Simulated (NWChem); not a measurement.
**C3H6O2 (methyl acetate) at M06-2X/STO-3G**

Aim: the vertical ionisation energy of C3H6O2 (methyl acetate) at M06-2X/STO-3G, from 2 runs. 

The calculation is run with NWChem 7.3.0.

**1. The structure to begin with**

C3H6O2 has 11 atoms, charge 0, and is taken as a singlet. As SMILES, `COC(C)=O`. The shape is that of a PBE0-D4/def2-TZVP optimisation. This is one conformer, not always the lowest.

Bond lengths: C1–O2 1.423 Å, O2–C3 1.341 Å, C3–C4 1.498 Å, C3–O5 1.201 Å, C1–H6 1.091 Å, C1–H7 1.091 Å, C1–H8 1.088 Å, C4–H9 1.092 Å, C4–H10 1.087 Å, C4–H11 1.092 Å. Some angles: C1–O2–C3 115.2°, O2–C3–C4 111.1°, O2–C3–O5 123.3°, C4–C3–O5 125.6°, O2–C1–H6 110.7°, O2–C1–H7 110.7°, O2–C1–H8 105.9°, C3–C4–H9 109.9°, C3–C4–H10 109.5°, C3–C4–H11 109.9°.

**2. The energy at M06-2X/STO-3G**

work.nw reads:

```
start work
title "C3H6O2 energy"
memory total 2200 mb

geometry noautosym nocenter noautoz
 C     -1.440600     0.996700     0.557900
 O     -0.644700    -0.165700     0.353700
 C      0.525400     0.044800    -0.267200
 C      1.284800    -1.235300    -0.432100
 O      0.892500     1.128500    -0.632400
 H     -0.908700     1.724200     1.172600
 H     -1.693000     1.462600    -0.395700
 H     -2.340700     0.656000     1.064800
 H      1.477000    -1.681300     0.545500
 H      2.223600    -1.037600    -0.942800
 H      0.689800    -1.949800    -1.003900
end

basis spherical bse
 * library STO-3G
end

dft
 xc m06-2x
 grid fine
 convergence energy 1e-08
 maxiter 100
 mulliken
 print low
end

task dft energy
```

Started as:

```sh
nwchem work.nw > work.out
```

The program printed:

```text
[...]
 d= 0,ls=0.0,diis     1   -264.6380532462 -4.47D+02  6.83D-02  1.23D+00     0.8
[...]
 d= 0,ls=0.0,diis    10   -264.8493284264 -6.70D-09  1.24D-06  9.05D-10     5.9
         Total DFT energy =     -264.849328426351
      One electron energy =     -723.635304511005
           Coulomb energy =      312.070459651568
    Exchange-Corr. energy =      -35.809631756537
 Nuclear repulsion energy =      182.525148189623
[...]
      Total Density - Mulliken Population Analysis
     ---------------------------------------------
    Atom       Charge   Shell Charges
 -----------   ------   -------------------------------------------------------
    1 C    6     6.11   1.99  1.19  2.93
    2 O    8     8.21   2.00  1.81  4.41
    3 C    6     5.73   1.99  1.06  2.68
    4 C    6     6.24   1.99  1.19  3.07
    5 O    8     8.25   2.00  1.87  4.37
    6 H    1     0.91   0.91
    7 H    1     0.91   0.91
    8 H    1     0.91   0.91
    9 H    1     0.91   0.91
   10 H    1     0.91   0.91
[...]
```

Run time: 6.6 s. Hardware: 1 thread of Intel Xeon 6975P-C (Granite Rapids), shared host; peak memory 0.12 GiB.

**3. The doublet cation, same level**

mol.nw reads:

```
start mol
memory stack 880 mb heap 220 mb global 1100 mb
charge 1
geometry noautosym nocenter noautoz
  C     -1.440600     0.996700     0.557900
  O     -0.644700    -0.165700     0.353700
  C      0.525400     0.044800    -0.267200
  C      1.284800    -1.235300    -0.432100
  O      0.892500     1.128500    -0.632400
  H     -0.908700     1.724200     1.172600
  H     -1.693000     1.462600    -0.395700
  H     -2.340700     0.656000     1.064800
  H      1.477000    -1.681300     0.545500
  H      2.223600    -1.037600    -0.942800
  H      0.689800    -1.949800    -1.003900
end
basis "ao basis" spherical bse
  C library STO-3G
  O library STO-3G
  H library STO-3G
end
dft
  xc m06-2x
  mult 2
  grid fine
  convergence energy 1e-08
  iterations 100
  mulliken
  print low
end
task dft energy
```

Started as:

```sh
nwchem mol.nw > mol.out
```

The program printed:

```text
[...]
 d= 0,ls=0.0,diis     1   -264.3782579694 -4.47D+02  2.38D-02  2.10D-01     1.6
[...]
 d= 0,ls=0.0,diis    17   -264.5581335871 -1.86D-09  2.12D-07  7.44D-12    17.4
[...]
         Total DFT energy =     -264.558133587147
      One electron energy =     -710.880920055605
           Coulomb energy =      298.984468311690
    Exchange-Corr. energy =      -35.186830032854
 Nuclear repulsion energy =      182.525148189623
[...]
      Total Density - Mulliken Population Analysis
     ---------------------------------------------
    Atom       Charge   Shell Charges
 -----------   ------   -------------------------------------------------------
    1 C    6     6.12   1.99  1.21  2.93
    2 O    8     8.07   2.00  1.83  4.24
    3 C    6     5.63   1.99  1.07  2.56
    4 C    6     6.22   1.99  1.20  3.03
    5 O    8     7.90   2.00  1.90  4.00
    6 H    1     0.86   0.86
    7 H    1     0.86   0.86
    8 H    1     0.84   0.84
    9 H    1     0.82   0.82
   10 H    1     0.84   0.84
[...]
      <S2> =      0.7580 (Exact =     0.7500)
[...]
```

Wall time 18 s (1 thread of Intel Xeon 6975P-C (Granite Rapids), shared host); peak memory 0.11 GiB.

**4. What came out**

At M06-2X/STO-3G:

| quantity | value |
| --- | --- |
| singlet C3H6O2: total energy | -264.84933 Eh |
| doublet cation: total energy | -264.55813 Eh |
| doublet cation: ⟨S²⟩ | 0.758 |
| vertical ionisation energy (to the doublet cation) | 7.924 eV |

**Reading.** The vertical ionisation energy comes to 7.92 eV (183 kcal/mol). In a minimal basis such a difference can be off by several eV, whatever the method. Mulliken charges (singlet C3H6O2) run from -0.25 on O5 to +0.27 on C3; they depend strongly on the basis. Mulliken charges (doublet cation) run from -0.22 on C4 to +0.37 on C3.
